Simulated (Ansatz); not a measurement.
# BH3OSi: the cost of one run

Method: RKS B3LYP-D4/def2-SVP, in Ansatz 0.2.0.

### 1 The structure to begin with

Bond lengths: B1–Si2 1.964 Å, Si2–O3 1.513 Å, B1–H4 1.171 Å, B1–H5 1.170 Å, Si2–H6 1.475 Å. Angles: B1–Si2–O3 125.1°, B1–Si2–H6 116.2°, O3–Si2–H6 118.7°, Si2–B1–H4 123.2°, Si2–B1–H5 120.2°, H4–B1–H5 116.5°.

Structure file:

```xyz
6

B     0.2513   -0.5259   -0.8493
Si   -0.2193    0.4905    0.7634
O     0.2170    1.9090    1.0558
H    -0.1121   -1.6213   -1.0459
H     0.9272   -0.0435   -1.6732
H    -1.0641   -0.2088    1.7491
```

### 2 End point A

File input.yaml:

```yaml
crystal:
  periodic: [false, false, false]
  atoms:
    - { symbol: B, position_ang: [0.25133, -0.52592, -0.84932] }
    - { symbol: Si, position_ang: [-0.21934, 0.49053, 0.76344] }
    - { symbol: O, position_ang: [0.21702, 1.90905, 1.05579] }
    - { symbol: H, position_ang: [-0.11212, -1.6213, -1.04589] }
    - { symbol: H, position_ang: [0.92717, -0.04354, -1.67318] }
    - { symbol: H, position_ang: [-1.06406, -0.20882, 1.74915] }
basis:
  gaussian: { orbitals: def2-SVP }
hamiltonian:
  xc: b3lyp
  dispersion: d4
relax:
  f_tol: 0.015
  max_steps: 40
output:
  orbitals: {}
```

Run with:

```bash
$ ansatz run input.yaml --threads 1 --pin off --max-ram 2048MiB --backend cpu --events-out ev --progress --plain --runs-dir out
```

**Question.** How long does this run take on 1 thread of Arm Neoverse V2, shared host, and how much memory does it need?

About 35 s, with a peak of 0.14 GiB.
